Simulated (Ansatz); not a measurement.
# FH3OSi: the cost of one run

Program: the Python package of Ansatz 0.2.0. The levels of theory stand in the script. These are calculated values, not measurements.

### Step 1. The system

Bond lengths: O1–Si2 1.606 Å, Si2–F3 1.597 Å, O1–H4 0.915 Å, Si2–H5 1.495 Å, Si2–H6 1.498 Å. Angles: O1–Si2–F3 104.9°, O1–Si2–H5 108.0°, O1–Si2–H6 111.0°, F3–Si2–H5 110.9°, F3–Si2–H6 110.4°, H5–Si2–H6 111.4°, Si2–O1–H4 114.6°.

No structure file is read: the coordinates are typed or built in the script.

### Step 2. The script

Input file methods.py:

```python
# -*- coding: utf-8 -*-
"""FH3OSi at several levels of theory."""

import logging
import sys

import ansatz as az

logging.basicConfig(stream=sys.stdout, format="[%(levelname)s] %(message)s")
log = logging.getLogger("ansatz_job")
log.setLevel(logging.INFO)

GEOMETRY = """
O    -0.87060    0.11970   -0.89340
Si    0.37620    0.08300    0.11780
F    -0.09210   -0.86610    1.31390
H    -1.60540   -0.34540   -0.60870
H     1.54120   -0.50940   -0.60750
H     0.69270    1.45420    0.63170
"""

system = az.Crystal.molecule()
for line in GEOMETRY.strip().splitlines():
    symbol, *xyz = line.split()
    system = system.atom(symbol, [float(v) for v in xyz])

calculation = system.calculation().basis(gaussian="cc-pVDZ")

methods = ["mp2", "ccsd", "ccsd_t"]
reports = [calculation.correlation(m).run(threads=1, pin="off").report for m in methods]
log.info(f"Hartree-Fock reference {reports[0]['reference_energy_ev'] / 27.211386246:.6f} Ha")
best = reports[-1]["free_energy_ev"] - reports[-1]["reference_energy_ev"]
for method, each in zip(methods, reports):
    gained = each["free_energy_ev"] - each["reference_energy_ev"]
    log.info(f"{method:8s} total {each['free_energy_ev'] / 27.211386246:.6f} Ha  correlation {gained:9.4f} eV  ({100 * gained / best:.1f} % of the last)")
```

### Step 3. What the engine is handed

The engine receives this input (first run):

```yaml
crystal:
  periodic: [false, false, false]
  atoms:
    - { symbol: O, position_ang: [-0.8706, 0.1197, -0.8934] }
    - { symbol: Si, position_ang: [0.3762, 0.083, 0.1178] }
    - { symbol: F, position_ang: [-0.0921, -0.8661, 1.3139] }
    - { symbol: H, position_ang: [-1.6054, -0.3454, -0.6087] }
    - { symbol: H, position_ang: [1.5412, -0.5094, -0.6075] }
    - { symbol: H, position_ang: [0.6927, 1.4542, 0.6317] }
basis:
  gaussian:
    orbitals: cc-pVDZ
correlation:
  method: mp2
```

### Step 4. Launch

Launch:

```
$ python methods.py
```

**Question.** How long does this script take on 1 thread of Arm Neoverse V1, shared host, and how much memory does it need?

About 3.4 s, with a peak of 0.2 GiB.
